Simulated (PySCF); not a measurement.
Two species compared at the same levels of theory.

First species: HF.
InChI=1S/FH/h1H

Second species: CdMe(SeMe), C2H6CdSe (singlet state).
Bonds: Cd1–C2, Cd1–Se6, Se6–C7. Hydrogens: H3, H4, H5 on C2; H8, H9, H10 on C7.

Levels: B3LYP/def2-SVPD for dipole moment, HOMO energy, LUMO energy, HOMO–LUMO gap and static isotropic polarisability; TDDFT B3LYP/def2-SVPD for lowest singlet excitation; TDA B3LYP/def2-SVPD for lowest triplet excitation (Tamm–Dancoff); ΔSCF B3LYP/def2-SVPD for vertical ionisation energy; PBE0-D3(BJ)/def2-SVP for smallest rotational constant. Geometries: PBE0-D3(BJ)/def2-SVP. Each structure is a single optimised conformer of the isolated species (atoms past krypton carry core potentials, spin–orbit coupling is left out). Electronic properties by PySCF.

Values for the first species:

| Item | Value |
| --- | --- |
| Dipole moment | 1.83 D |
| HOMO energy | -11.61 eV |
| LUMO energy | 0.01 eV |
| HOMO–LUMO gap | 11.62 eV |
| Lowest singlet excitation | 9.99 eV |
| Lowest triplet excitation (Tamm–Dancoff) | 9.49 eV |
| Static isotropic polarisability | 5.6 au |
| Vertical ionisation energy | 16.44 eV |
| Smallest rotational constant | 623.531 GHz |

(1) Estimate the same properties for the second species, and the change in each.

Results:

(1) 
```json
{"property": "dipole moment", "first": "1.83 D", "second": "1.86 D", "second less first": "+0.03 D"}
{"property": "HOMO energy", "first": "-11.61 eV", "second": "-5.91 eV", "second less first": "+5.70 eV"}
{"property": "LUMO energy", "first": "0.01 eV", "second": "-1.05 eV", "second less first": "-1.06 eV"}
{"property": "HOMO–LUMO gap", "first": "11.62 eV", "second": "4.86 eV", "second less first": "-6.76 eV"}
{"property": "lowest singlet excitation", "first": "9.99 eV", "second": "3.86 eV", "second less first": "-6.13 eV"}
{"property": "lowest triplet excitation (Tamm–Dancoff)", "first": "9.49 eV", "second": "3.69 eV", "second less first": "-5.80 eV"}
{"property": "static isotropic polarisability", "first": "5.6 au", "second": "93.8 au", "second less first": "+88.2 au"}
{"property": "vertical ionisation energy", "first": "16.44 eV", "second": "8.18 eV", "second less first": "-8.26 eV"}
{"property": "smallest rotational constant", "first": "623.531 GHz", "second": "0.921 GHz", "second less first": "-622.610 GHz"}
```

On the first: Point group C∞v permits a dipole; with 1.83 D the species has a pure rotational spectrum. The ΔSCF ionisation energy exceeds −ε(HOMO) by 4.83 eV with B3LYP.

On the second: In wavenumbers S1 is 31100 cm⁻¹ (1 eV = 8065.54 cm⁻¹). The polarisability is 13.89 Å³ as a volume (1 au = 0.148185 Å³). Atoms past krypton carry effective core potentials; spin–orbit coupling is left out.
